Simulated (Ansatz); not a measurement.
# OF radical: basis-set convergence

One table from this session's results is given with a row withheld; the runs are named, their logs left out.

The runs use Ansatz 0.2.0, Gaussian basis; one geometry, several basis sets.

The runs, in order: PBE0-D4/def2-SVP; ωB97M-V/def2-SVP; PBE0-D4/def2-QZVPP; ωB97M-V/def2-QZVPP; CCSD(T)/cc-pV(D+d)Z; CCSD(T)/cc-pV(T+d)Z; CCSD(T)/cc-pV(Q+d)Z; the functionals' def2-TZVPP values are taken from earlier runs.

## The relaxed structure

All runs share one geometry, relaxed beforehand with PBE0-D4 in a triple-zeta def2 set.

SMILES `[O]F`, 2 atoms, charge 0, spin multiplicity 2.

Atoms are counted from 1 here; the program's logs count them from 0.

Bond lengths: O1–F2 1.330 Å.

As a file:

```xyz
2
FO
O     0.0000    0.0000   -0.0159
F     0.0000    0.0000    1.3144
```

Set-up of the first run:

Input file in.yaml:

```yaml
crystal:
  periodic: [false, false, false]
  atoms:
    - {symbol: O, position_ang: [-0.000000, -0.000000, -0.015949]}
    - {symbol: F, position_ang: [0.000000, 0.000000, 1.314399]}
basis:
  gaussian: {orbitals: def2-SVP}
magnetization: {spin_polarized: true, initial_magnetization: 1}
hamiltonian: {xc: pbe0, dispersion: d4}
output: {orbitals: {seedname: orbitals}}
```

Launch:

```sh
$ ansatz run in.yaml --threads 2 --pin off --events-out ev --progress --plain --max-ram 32768MiB --backend cpu
```

Among the steps run: PBE0-D4 in def2-SVP; ωB97M-V in def2-SVP; PBE0-D4 in def2-QZVPP; ωB97M-V in def2-QZVPP.

One of the session's tables, all rows but one given; the rest of the session is left out.

It belongs to the step «Functionals by basis». 

| functional | basis | HOMO (eV) | LUMO (eV) |
| --- | --- | --- | --- |
| PBE0-D4 | def2-SVP | -8.86 | -4.37 |
| PBE0-D4 | def2-TZVPP | -9.09 | -4.57 |
| PBE0-D4 | def2-QZVPP | -9.12 | -4.60 |
| ωB97M-V | def2-SVP | ? | ? |
| ωB97M-V | def2-TZVPP | -11.65 | -2.21 |
| ωB97M-V | def2-QZVPP | -11.69 | -2.27 |

Q: Estimate the row for ωB97M-V, def2-SVP from the others.

**Answer.** HOMO (eV): -11.38; LUMO (eV): -1.92. In the column «HOMO (eV)» it lies between ωB97M-V, def2-TZVPP (-11.65) and PBE0-D4, def2-QZVPP (-9.12).
